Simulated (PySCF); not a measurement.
Species: C₃H₄O₃.
Numbering: `[O:1]=[CH:2][CH2:3][O:4][CH:5]=[O:6]` (hydrogens: H7 on C2; H8, H9 on C3; H10 on C5)

Computed, not measured: MP2 and CCSD/aug-cc-pVDZ in PySCF, restricted Hartree–Fock reference, 6 core orbitals frozen, non-relativistic, gas phase, PBE0-D3(BJ)/def2-SVP geometry.

E(HF) = -340.55859 Eh.

How large is the problem?

174 basis functions and 46 electrons; 6 orbitals frozen, which leaves o = 17 correlated occupied and v = 151 virtual orbitals. That is o·v = 2567 singles and o·v(o·v + 1)/2 = 3296028 distinct closed-shell doubles amplitudes before symmetry; the costliest CCSD step grows as o²v⁴ = 1.5 × 10^11.

What are the MP2 and CCSD correlation energies?

MP2 -0.9855 Eh and CCSD -1.0134 Eh, which gives totals of -341.54408 and -341.57203 Eh. That is 0.811 eV for each correlated electron at CCSD (2661 kJ/mol in all, 0.297 % of the total energy); MP2 gives 97.2 % of the CCSD value.

What is the T1 diagnostic?

0.0173, below the customary warning level of 0.02. It is the norm of the spatial-orbital singles amplitudes over the root of the number of correlated electrons, so the norm is 0.101.

How does correlation change the dipole moment?

HF gives 3.20 D and CCSD (unrelaxed density) 2.52 D, a change of -0.68 D.

Connected triples and the basis-set limit are missing.

The job also held the EOM ionisation roots. Time: 8.7 min wall. Hardware: one thread, x86-64 server, no GPU (shared host).

Shape of the structure used: `[O:1]=[CH:2][CH2:3][O:4][CH:5]=[O:6]`: O1–C2–C3–O4 -164°, C2–C3–O4–C5 -90°, C3–O4–C5–O6 0°.

One conformer stands for the species.
